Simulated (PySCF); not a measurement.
# HNO2 (SMILES O=NO): BCCD(T)/STO-3G

Aim: the energy change on altering one bond length of HNO2 at BCCD(T)/STO-3G, from 2 runs. Input form: a Python script.

The results are computed with PySCF 2.14.0.

11 further runs of the same task are left out: 11 set aside as unsound or not needed.

### 1 The molecule

The species is HNO2 (4 atoms), meant as a singlet with charge 0. SMILES: `O=NO`. The shape is that of a GFN2-xTB optimisation.

Bond lengths: O1–N2 1.181 Å, N2–O3 1.392 Å, O3–H4 0.968 Å. Angles: O1–N2–O3 113.7°, N2–O3–H4 106.9°.

### 2 A single-point energy at BCCD(T)/STO-3G

File start.xyz:

```xyz
4
HNO2
O      0.424700     0.045690     1.471310
N      0.319310    -0.411420     0.387280
O     -0.357270     0.415910    -0.505360
H     -0.386730    -0.050180    -1.353230
```

File job.py:

```python
from pyscf import gto, cc
from pyscf.cc.bccd import bccd_kernel_

system = gto.Mole()
system.atom = 'start.xyz'
system.spin = 0
system.verbose = 4
system.max_memory = 1860
system.basis = 'sto-3g'
system.build()

calc0 = system.RHF()
calc0.conv_tol = 1e-10
calc0.kernel()
if not calc0.converged:
    calc0 = calc0.newton().run(calc0.mo_coeff, calc0.mo_occ)

mycc = cc.CCSD(calc0, frozen=3).run()
mycc = bccd_kernel_(mycc, diis=True)
e_t = mycc.ccsd_t()
energy = mycc.e_tot + e_t
print(f'total energy: {energy:.8f} hartree')
```

The run is started by

```
$ OMP_NUM_THREADS=1 python job.py
```

The program printed:

```text
PySCF version 2.14.0

[INPUT] num. atoms = 4
[INPUT] num. electrons = 24
[INPUT] charge = 0
[INPUT] spin (= nelec alpha-beta = 2S) = 0
[INPUT] symmetry False subgroup None
[INPUT] Mole.unit = angstrom
[INPUT] Symbol           X                Y                Z      unit          X                Y                Z       unit  Magmom
[INPUT]  1 O      0.424700000000   0.045690000000   1.471310000000 AA    0.802566685103   0.086341586631   2.780372944334 Bohr   0.0
[INPUT]  2 N      0.319310000000  -0.411420000000   0.387280000000 AA    0.603408448835  -0.777471122169   0.731853133522 Bohr   0.0
[INPUT]  3 O     -0.357270000000   0.415910000000  -0.505360000000 AA   -0.675142452523   0.785955992468  -0.954991994310 Bohr   0.0
[INPUT]  4 H     -0.386730000000  -0.050180000000  -1.353230000000 AA   -0.730813784153  -0.094826456931  -2.557234083545 Bohr   0.0

[... 48 lines left out ...]
converged SCF energy = -201.906896579844
[... 12 lines left out ...]
Init t2, MP2 energy = -202.067815289877  E_corr(MP2) -0.160918710032997
[... 15 lines left out ...]
CCSD converged
[... 26 lines left out ...]
CCSD converged
[... 24 lines left out ...]
CCSD converged
[... 23 lines left out ...]
CCSD converged
[... 21 lines left out ...]
CCSD converged
[... 3 lines left out ...]
******** <class 'pyscf.cc.ccsd.CCSD'> ********
CC2 = 0
CCSD nocc = 9, nmo = 13
frozen orbitals 3
max_cycle = 50
direct = 0
conv_tol = 1e-07
conv_tol_normt = 1e-05
diis_space = 6
diis_start_cycle = 0
diis_start_energy_diff = 1e+09
Init E_corr(CCSD) = -0.193378728647736
cycle = 1  E_corr(CCSD) = -0.193378709903068  dE = 1.87446683e-08  norm(t1,t2) = 1.61394e-05
cycle = 2  E_corr(CCSD) = -0.193378743820989  dE = -3.3917921e-08  norm(t1,t2) = 3.61939e-06
CCSD converged
E(CCSD) = -202.0932401542631  E_corr = -0.1933787438209891
BCC iter:    4  E:    -202.093240154263  dE:   -6.171e-09  |t1|:    2.232e-06
CCSD(T) correction = -0.00892850331108482
total energy: -202.10216866 hartree
```

Wall time 1.3 s (1 thread of Arm Neoverse V1, shared host); peak memory 0.12 GiB.

### 3 The distorted shape, same level

File input.py:

```python
from pyscf import gto, cc
from pyscf.cc.bccd import bccd_kernel_

mol = gto.Mole()
mol.atom = [
    ('O', (0.439431, 0.278747, 1.895267)),
    ('N', (0.334041, -0.178363, 0.811237)),
    ('O', (-0.342539, 0.648967, -0.081403)),
    ('H', (-0.386730, -0.050180, -1.353230)),
]
mol.max_memory = 1860
mol.verbose = 3
mol.basis = 'sto-3g'
mol.build()

mf = mol.RHF()
mf.conv_tol = 1e-10
mf.kernel()
if not mf.converged:
    mf = mf.newton().run(mf.mo_coeff, mf.mo_occ)

mycc = cc.CCSD(mf, frozen=3).run()
mycc = bccd_kernel_(mycc, diis=True)
e_t = mycc.ccsd_t()
e_tot = mycc.e_tot + e_t
print(f'total energy: {e_tot:.8f} hartree')
```

The run is started by

```
$ OMP_NUM_THREADS=1 python input.py
```

The program printed:

```text
converged SCF energy = -201.7920133017
E(CCSD) = -202.0300203050874  E_corr = -0.238007003387282
BCCD loop starts.

[... 26 lines left out ...]
CCSD converged
[... 26 lines left out ...]
CCSD converged
[... 25 lines left out ...]
CCSD converged
[... 21 lines left out ...]
CCSD converged
[... 3 lines left out ...]
******** <class 'pyscf.cc.ccsd.CCSD'> ********
CC2 = 0
CCSD nocc = 9, nmo = 13
frozen orbitals 3
max_cycle = 50
direct = 0
conv_tol = 1e-07
conv_tol_normt = 1e-05
diis_space = 6
diis_start_cycle = 0
diis_start_energy_diff = 1e+09
Init E_corr(CCSD) = -0.245188167982914
cycle = 1  E_corr(CCSD) = -0.245187103594215  dE = 1.0643887e-06  norm(t1,t2) = 3.81007e-05
cycle = 2  E_corr(CCSD) = -0.245187564700365  dE = -4.6110615e-07  norm(t1,t2) = 8.6867e-06
cycle = 3  E_corr(CCSD) = -0.245187534154365  dE = 3.05459999e-08  norm(t1,t2) = 5.50165e-06
CCSD converged
E(CCSD) = -202.0277435955647  E_corr = -0.2451875341543651
BCC iter:    4  E:    -202.027743595565  dE:   -1.603e-07  |t1|:    3.634e-06
CCSD(T) correction = -0.01076156452776
total energy: -202.03850516 hartree
```

Run time: 1.3 s. Hardware: 1 thread of Arm Neoverse V1, shared host; peak memory 0.12 GiB.

### 4 What came out

Level: BCCD(T)/STO-3G, 3 core orbitals frozen.

| quantity | value |
| --- | --- |
| first shape: total energy | -202.10217 Eh |
| first shape: correlation energy (3 core orbitals frozen) | -195.3 mEh |
| first shape: (T) correction | -8.93 mEh |
| distorted shape: total energy | -202.03851 Eh |
| distorted shape: correlation energy (3 core orbitals frozen) | -246.5 mEh |
| distorted shape: (T) correction | -10.76 mEh |
| energy change with the O3–H4 bond stretched from 0.968 to 1.452 Å | 1.732 eV |

In words: With the O3–H4 bond stretched from 0.968 to 1.452 Å the energy rises by 1.73 eV (40 kcal/mol). The first shape isn't relaxed at this level, so the change isn't measured from a minimum. A restricted reference can't describe the breaking bond well at this length. The minimal basis adds a large error of its own. The triples (first shape) make up 4.6 % of the correlation energy. The triples (distorted shape) make up 4.4 % of the correlation energy.
